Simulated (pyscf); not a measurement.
PySCF, gas phase, ωB97X-D3(BJ)/def2-SVP geometries.

Problem. HO–Si(F)(F)–F (SMILES O[Si](F)(F)F) + HCl (SMILES Cl) → HO–Si(F)(F)–Cl (SMILES O[Si](F)(F)Cl) + HF (SMILES F)
Surface: singlet. Broken: F–Si, Cl–H. Formed: Cl–Si, F–H. Give ΔE‡ and ΔE from ωB97M-D3(BJ)/def2-TZVP, relative to the separated reactants.

Solution. ΔE‡ = 1.61 eV, ΔE = +0.58 eV. Zero-point energy shifts the barrier by +0.03 eV. It is a four-centre exchange, with an imaginary mode of 664i cm⁻¹. On the product side the descent ends in a complex (not fully relaxed), 0.25 eV under the separated species and 1.31 eV under the saddle at ωB97X-D3(BJ)/def2-TZVP. One saddle was located; it need not be the lowest between these sides.
